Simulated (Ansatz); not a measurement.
Ansatz (a quantum-chemistry and plane-wave program) input (HF/3-21G): The .json file is the Basis Set Exchange's 3-21G.

Ansatz 0.2 input:
```yaml
crystal:
  periodic: [false, false, false]
  atoms:
    - {symbol: Cl, position_ang: [-0.00000000, -0.00000000, -1.09651965]}
    - {symbol: Cl, position_ang: [0.00000000, 0.00000000, 1.09651965]}
basis:
  gaussian:
    orbitals: 3-21G.json
hamiltonian:
  xc: {name: HF}
phonons: {temperatures: {t_min: 298.15, t_max: 298.15, t_step: 100}}
```

Output:

```
Functional definition: HF
integrals: 0.00 GiB planned
317 factors; integrals over basis functions are off by at most 3.5e-5 eV
mean field: 0.05 GiB planned
mean field evaluation 1: about -24885.7989 eV, gradient 7.3e0 eV
mean field evaluation 2: about -24885.8012 eV, gradient 7.3e0 eV
mean field evaluation 4: about -24886.0079 eV, gradient 3.3e-1 eV
mean field evaluation 8: about -24886.0081 eV, gradient 2.0e-6 eV
mean field -24886.00813344 eV, -914.5439305617 hartree, gradient 1.8e-5 eV, S^2 0.000000; 0 other end points of the search recorded, 0 dependent functions left out
the calculation of the forces begins
reference -24886.00813344 eV, -914.5439305617 hartree; 17, 17 occupied and 9, 9 virtual orbitals, 317 factors
these checks for a lower state are left out or cut short: stability, starts, cluster_reference, orbital_swaps, neighbouring_geometries, increment
integrals: 0.00 GiB planned
317 factors; integrals over basis functions are off by at most 3.5e-5 eV
mean field: 0.05 GiB planned
mean field evaluation 16: about -24886.0081 eV, gradient 2.4e-5 eV
mean field -24886.00813344 eV, -914.5439305617 hartree, gradient 3.3e-7 eV, S^2 0.000000; 0 other end points of the search recorded, 0 dependent functions left out
the calculation of the forces begins
reference -24886.00813344 eV, -914.5439305617 hartree; 17, 17 occupied and 9, 9 virtual orbitals, 317 factors
these checks for a lower state are left out or cut short: stability, starts, cluster_reference, orbital_swaps, neighbouring_geometries, increment
integrals: 0.00 GiB planned
317 factors; integrals over basis functions are off by at most 3.5e-5 eV
mean field: 0.05 GiB planned
mean field -24886.00813344 eV, -914.5439305617 hartree, gradient 3.3e-7 eV, S^2 0.000000; 0 other end points of the search recorded, 0 dependent functions left out
the calculation of the forces begins
reference -24886.00813344 eV, -914.5439305617 hartree; 17, 17 occupied and 9, 9 virtual orbitals, 317 factors
these checks for a lower state are left out or cut short: stability, starts, cluster_reference, orbital_swaps, neighbouring_geometries, increment
integrals: 0.00 GiB planned
317 factors; integrals over basis functions are off by at most 3.5e-5 eV
mean field: 0.05 GiB planned
mean field evaluation 32: about -24886.0081 eV, gradient 6.0e-7 eV
mean field -24886.00813344 eV, -914.5439305617 hartree, gradient 3.3e-7 eV, S^2 0.000000; 0 other end points of the search recorded, 0 dependent functions left out
the calculation of the forces begins
reference -24886.00813344 eV, -914.5439305617 hartree; 17, 17 occupied and 9, 9 virtual orbitals, 317 factors
these checks for a lower state are left out or cut short: stability, starts, cluster_reference, orbital_swaps, neighbouring_geometries, increment
integrals: 0.00 GiB planned
317 factors; integrals over basis functions are off by at most 3.5e-5 eV
mean field: 0.05 GiB planned
mean field -24886.00813344 eV, -914.5439305617 hartree, gradient 3.3e-7 eV, S^2 0.000000; 0 other end points of the search recorded, 0 dependent functions left out
the calculation of the forces begins
reference -24886.00813344 eV, -914.5439305617 hartree; 17, 17 occupied and 9, 9 virtual orbitals, 317 factors
these checks for a lower state are left out or cut short: stability, starts, cluster_reference, orbital_swaps, neighbouring_geometries, increment
integrals: 0.00 GiB planned
317 factors; integrals over basis functions are off by at most 3.5e-5 eV
mean field: 0.05 GiB planned
mean field -24886.00808024 eV, -914.5439286066 hartree, gradient 3.0e-6 eV, S^2 0.000000; 0 other end points of the search recorded, 0 dependent functions left out
the calculation of the forces begins
reference -24886.00808024 eV, -914.5439286066 hartree; 17, 17 occupied and 9, 9 virtual orbitals, 317 factors
these checks for a lower state are left out or cut short: stability, starts, cluster_reference, orbital_swaps, neighbouring_geometries, increment
integrals: 0.00 GiB planned
317 factors; integrals over basis functions are off by at most 3.5e-5 eV
mean field: 0.05 GiB planned
mean field -24886.00808202 eV, -914.5439286723 hartree, gradient 2.9e-6 eV, S^2 0.000000; 0 other end points of the search recorded, 0 dependent functions left out
the calculation of the forces begins
reference -24886.00808202 eV, -914.5439286723 hartree; 17, 17 occupied and 9, 9 virtual orbitals, 317 factors
Total energy: -24886.00813344 eV, -914.5439305617 hartree
Atom 0 at    -0.000000    -0.000000    -1.096520 Å, force     0.000000    -0.000000    -0.000294 eV/Å
Atom 1 at     0.000000     0.000000     1.096520 Å, force    -0.000000    -0.000000     0.000294 eV/Å
Dipole moment:     0.000000     0.000000    -0.000000 e Å
Vibrations: 506.75 cm⁻¹, zero-point energy 0.031415 eV
```

The blocks after the first are displaced geometries, from whose forces the wavenumbers follow.
